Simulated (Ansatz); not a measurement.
Harmonic frequencies (cm⁻¹) at PBE0-D4/def2-TZVP from Ansatz: 223, 399, 481, 581, 682, 735, 835, 951, 977, 1123, 1208, 1265, 1340, 1568, 1756, 3161, 3304, 3802.

Each molecule was computed in one conformer, which needn't be the lowest.

Problem. Which molecule is it?
A. `OC1=CC=N1`
B. `C=C(O)C#N`
C. `C=C1N=C1O`
D. `CN=C=C=O`

Solution. A.
